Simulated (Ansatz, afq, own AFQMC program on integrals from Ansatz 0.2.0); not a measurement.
# Atomization energy of CH2, singlet

```xyz
3

C     0.0000   -0.1011    0.0000
H     0.0000    0.6021   -0.8621
H     0.0000    0.6021    0.8621
```

Atoms in their ground-state spins without spin–orbit coupling (mostly on UHF) minus the molecule (RHF), without zero-point energy. The geometry is a stationary point, not shown to be a minimum.

Basis cc-pVDZ. Noble-gas cores (and the filled d shells of Ga–Kr and In–Xe) are frozen. Ansatz 0.2.0 and our own AFQMC program on the same integrals; the CISD trial comes from CCSD amplitudes, and released means the phaseless constraint is let go. Free projection: walkers drawn from exp(T), propagated without any constraint. Its projection time is finite, and what remains of the start isn't in its error. ± is one standard error of the sampling. The errors of all members are added in quadrature.

Full CI on the same integrals is exact in this basis and with this determinant's frozen core.

The best estimate is CCSD(T) at the basis-set limit (CBS: def2-TZVPP and def2-QZVPP, with their diffuse functions for anions and beside diffuse sets, CCSD(T) itself extrapolated) plus the step from CCSD(T) to full CI in cc-pVDZ. Rows without CBS are in cc-pVDZ; B2PLYP and the wave-function rows carry a basis error of their own. Core correlation and relativity beyond core potentials are missing, and ± holds the sampling alone.

Cautions: CH₂ (singlet): another spin lies lower, restricted determinant unstable towards unrestricted (UHF 496 meV lower, ⟨S²⟩ 0.71), the released energies move by 1.5 errors or more from one time to the next, so no released level is given (meV from the phaseless value at times in 1/Eh: -2 ± 7 at 0.24, -7 ± 6 at 0.51, -12 ± 7 at 0.99, -17 ± 6 at 1.62, 8 ± 7 at 2.40), though the last usable value meets full CI within the noise.

| level | atomization energy (eV) |
| --- | --- |
| MP2 | 6.925 |
| CCSD | 7.112 |
| HF | 5.332 |

**Question.** From these cheaper values, estimate the atomization energy at the level of the best estimate.

**Answer.** 7.864 eV (best estimate, highest rung FCI).

```tsv
level	atomization energy (eV)	error against the best estimate (eV)
CCSD(T)	7.166	-0.698
CCSDT	7.177	-0.687
CCSDT(Q)	7.181	-0.683
ph-AFQMC/CISD	7.186 ± 0.005	-0.678 ± 0.005
free AFQMC	7.190 ± 0.008	-0.674 ± 0.008
FCI	7.181	-0.683
HF/CBS	5.494	-2.370
MP2/CBS	7.657	-0.207
CCSD(T)/CBS	7.849	-0.015
```

Correlation beyond CCSD(T) adds 0.015 eV. Going to the basis-set limit adds 0.683 eV at CCSD(T). The perturbative (T) step is worth +0.054 eV.

Best estimates are given only where the step beyond CCSD(T) is under 0.3 eV and no member's determinant is very poor (T1 over 0.05, or 0.07 for open shells, ⟨S²⟩ too high by 0.3, two states mixed), so the hardest cases are missing from such tables.

CCSDT and higher add their correlation energy to the determinant of the CCSD(T) run, since their own runs factorise the integrals more tightly (a shift of under 2 meV). Free projections are given only where their last times agree within the noise and don't stop above the reference; a slow remainder of the start can still hide under it. Each member of a difference takes its own highest rung, so a best estimate needn't equal the limit plus the step of one row. A walk keeps the symmetry of its determinant, which the program's search chose and which needn't be the lowest solution, so a lower state of the same spin and another symmetry isn't excluded.
